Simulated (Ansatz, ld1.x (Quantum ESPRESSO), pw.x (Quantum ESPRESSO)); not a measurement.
Ca: does the PAW potential hold in the solid?

Ca (Z = 20), PAW, made with ld1.x (Quantum ESPRESSO) 7.5 (PBE, scalar-relativistic). Core [Ne], reference 3s2 3p6 3d0 4s2 4p0. Waves: 3s (bound): rcut 1.75, rcutus 2.25 bohr; 4s (bound): rcut 1.75, rcutus 2.25 bohr; 3p (bound): rcut 1.80, rcutus 2.20 bohr; 4p (bound, empty): rcut 1.80, rcutus 2.20 bohr; 3d (bound, empty): rcut 1.70, rcutus 2.05 bohr; 3d channel at 2.3 Ry: rcut 1.70, rcutus 2.05 bohr. Local part: all-electron potential smoothed inside 1.60 bohr (lloc = -1). Core correction: Bessel-smoothed model core inside 1.40 bohr. Augmentation charge: BESSEL, radius 1.70 bohr.

Crystal test: fcc Ca in pw.x 7.5, no spin, 10³ k-points, Fermi–Dirac smearing 0.01 Ry, cutoffs 40/320 Ry. The lattice is a test structure that the element need not adopt, and mesh and smearing are coarse.

pw.x input:

```
&control
  calculation='scf', prefix='x', pseudo_dir='./', outdir='./tmp', tstress=.true., disk_io='none'
/
&system
  ibrav=0, nat=1, ntyp=1, ecutwfc=40, ecutrho=320, nbnd=12,
  occupations='smearing', smearing='fd', degauss=0.01
/
&electrons
  conv_thr=1e-09, mixing_beta=0.4, electron_maxstep=70
/
ATOMIC_SPECIES
Ca 1.0 Ca.UPF
CELL_PARAMETERS angstrom
  0.00000000 2.76486714 2.76486714
  2.76486714 0.00000000 2.76486714
  2.76486714 2.76486714 0.00000000
ATOMIC_POSITIONS crystal
Ca 0.0000 0.0000 0.0000
K_POINTS automatic
10 10 10 0 0 0
```

```bash
pw.x < Ca.scf.in > Ca.scf.out
```

Question: How does the run end?

Answer: Failed (cdiaghg: S matrix not positive definite). The atomic test gives a lowest overlap eigenvalue of -4.08 in the p channel. The ghost test of this file was not conclusive. Its overlap operator is not positive definite. Atomic configuration tests: test run stopped at test 2 of 7 (negative rho). The log shows:

```
Message from routine setup:
     using ibrav=0 with symmetry is DISCOURAGED, use correct ibrav instead
     lattice parameter (alat)  =       7.3890  a.u.
     unit-cell volume          =     285.2656 (a.u.)^3
     number of electrons       =        10.00
     number of Kohn-Sham states=           12
     kinetic-energy cutoff     =      40.0000  Ry
     charge density cutoff     =     320.0000  Ry
     scf convergence threshold =      1.0E-09
     Exchange-correlation= SLA  PW   PBX  PBC
     number of k points=    47  Fermi-Dirac smearing, width (Ry)=  0.0100
     iteration #  1     ecut=    40.00 Ry     beta= 0.40
     Error in routine cdiaghg (47):
     S matrix not positive definite
```
